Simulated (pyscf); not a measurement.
Hydrogen shift: :C=CH–OH [triplet] → :HC–CH=O [triplet]

Gas phase, triplet surface, charge 0. Bonds broken: H3–O5. Bonds formed: C1–H3. Optimised with ωB97X-D3(BJ)/def2-SVP in PySCF. MP2 and CC: frozen core, UHF for open shells. ΔMP2 is the change of the MP2 total energy from the triple- to the quadruple-zeta basis.

Transition state (Å):

```xyz
5

C      0.9917     0.9649     0.3306
C      0.0183     0.6874    -0.6500
H      0.8588    -0.5127     0.1851
H     -0.6375     1.2740    -1.3043
O     -0.0084    -0.6101    -0.6873
```

One imaginary mode, 1733i cm⁻¹; descent along it reached the two sides named.

```json
[
 {"bond": "H3–O5", "change": "breaks", "reactant side (Å)": "0.977", "saddle": "1.234", "product side": "2.8"},
 {"bond": "C1–H3", "change": "forms", "reactant side (Å)": "2.370", "saddle": "1.491", "product side": "1.096"}
]
```

Electronic energies relative to the reactant's lowest minimum found (kJ/mol):

| level | barrier | reaction energy | reverse barrier |
|---|---|---|---|
| ωB97X-D3(BJ)/def2-TZVP | 74.3 | -140.8 | 215.1 |
| PBE/def2-TZVP | 43.6 | -154.0 | 197.6 |
| r²SCAN/def2-TZVP | 55.5 | -159.8 | 215.2 |
| B3LYP-D3(BJ)/def2-TZVP | 69.6 | -147.2 | 216.7 |
| PBE0-D3(BJ)/def2-TZVP | 64.0 | -151.3 | 215.2 |
| M06-2X/def2-TZVP | 80.8 | -140.8 | 221.7 |
| ωB97M-D3(BJ)/def2-TZVP | 76.2 | -134.9 | 211.1 |
| HF/def2-TZVP | 138.6 | -173.5 | 312.1 |
| MP2/def2-QZVPP | 66.4 | -124.9 | 191.3 |
| CCSD/def2-TZVPP | 84.4 | -147.1 | 231.6 |
| CCSD(T)/def2-TZVPP | 70.1 | -147.3 | 217.4 |
| CCSD(T)/def2-TZVPP + ΔMP2(QZVPP) | 70.6 | -145.7 | 216.3 |

With CCSD(T)/def2-TZVPP + ΔMP2(QZVPP) energies and thermal terms (ideal gas, 1 atm, RRHO with modes under 100 cm⁻¹ raised to 100, one conformer, R ln 2 for chiral ones without a mode under 150 cm⁻¹), in kJ/mol:

| T (K) | ΔH‡ | ΔG‡ | ΔH | ΔG |
|---|---|---|---|---|
| 298 | 57.5 | 58.8 | -149.8 | -150.0 |
| 600 | 55.4 | 61.0 | -149.6 | -150.2 |
| 900 | 53.8 | 64.2 | -149.3 | -150.6 |
| 1200 | 52.3 | 67.9 | -149.0 | -151.1 |

:C=CH–OH [triplet] is an excited spin state, 94.8 kJ/mol over the singlet at ωB97X-D3(BJ). :C=CH–OH [triplet] lies 450.7 kJ/mol over its isomer H₂C=C=O (electronic energy, ωB97M-D3(BJ)). :HC–CH=O [triplet] lies 315.8 kJ/mol over its isomer H₂C=C=O (electronic energy, ωB97M-D3(BJ)). One saddle was located; it need not be the lowest between these sides. The CCSD(T) − MP2 part came from Ansatz, without density fitting, on the same reference. A UHF reference is spin-contaminated (<S²> up to 2.18), which harms MP2 most.
